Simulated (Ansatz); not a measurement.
Rutile MnF₂ was calculated with PBE+U (ortho-atomic projectors) in Ansatz (plane waves, PAW).

Run with plane-wave cutoff 520 eV, 8×8×10 k mesh (along the axes of the cell as run), U_eff Mn 3.9 eV, spin-polarised with opposed moments, scalar-relativistic PAW data made under PBE.

Computed at the level's own relaxed cell.

```
MnF2
1.0
    4.98448     0.00000     0.00000
    0.00000     4.98448     0.00000
    0.00000     0.00000     3.36299
Mn F
2 4
Cartesian
  0.00000   0.00000   0.00000
  2.49224   2.49224   1.68149
  1.52042   1.52042   0.00000
  4.01265   0.97182   1.68149
  0.97182   4.01265   1.68149
  3.46406   3.46406   0.00000
```

### Question
Give the elastic tensor (Voigt notation, GPa, ions relaxed, in the Cartesian axes of the cell as printed).

### Answer

```
   92.3    71.8    64.3     0.0     0.0     0.0
   71.8    92.3    64.3     0.0     0.0     0.0
   64.3    64.3   150.2     0.0     0.0     0.0
    0.0     0.0     0.0    26.8     0.0     0.0
    0.0     0.0     0.0     0.0    26.8     0.0
    0.0     0.0     0.0     0.0     0.0    62.9
```

Static lattice: no zero-point or thermal effects.

Ansatz is a program for electronic structure.
